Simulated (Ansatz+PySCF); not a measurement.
Results of a calculation; reference values are marked as such.
**Several solutions for singlet C₄H₈**

```xyz
12

C     0.0000   -0.7140   -0.7233
C     0.0000   -0.7140    0.7233
C     0.0000    0.5612   -1.7119
C     0.0000    0.5612    1.7119
H     0.0000   -1.7701   -1.2604
H     0.0000   -1.7701    1.2604
H     0.0000    1.5972   -1.1330
H     0.9532    0.5449   -2.4266
H    -0.9532    0.5449   -2.4266
H     0.0000    1.5972    1.1330
H    -0.9532    0.5449    2.4266
H     0.9532    0.5449    2.4266
```

Basis set: def2-SVP (spherical functions). Charge 0, multiplicity 1.

UHF was run from several starts with Ansatz (development build ahead of 0.2.0) and PySCF 2.14.0.

```tsv
run	program	start	converged	energy (hartree)	<S²>
A	Ansatz	atomic start, no search	yes	-155.92405	0.00
B	PySCF	guess huckel, instabilities followed	yes	-155.92840	0.35
C	PySCF	guess atom, instabilities followed	yes	-155.92840	0.35
D	Ansatz	search for the lowest state	yes	-155.92840	0.35
E	PySCF	program defaults	yes	-155.92406	0.00
F	PySCF	guess minao, instabilities followed	yes	-155.92840	0.35
G	Ansatz	stability test followed	yes	-155.92840	0.35
H	PySCF	guess 1e, instabilities followed	yes	-155.92840	0.35
```

(1) Which runs reached the lowest solution of this kind, and what is wrong with the others?

## Answers

(1) B, C, D, F, G, H reached the lowest solution found. Converged but too high: A by 0.12 eV, E by 0.12 eV. Convergence only shows a stationary point, and even a stable one can lie too high; stability tests and further starts are what find lower ones. Caution: the unrestricted determinant is spin contaminated. Caution: the determinant breaks the point group.
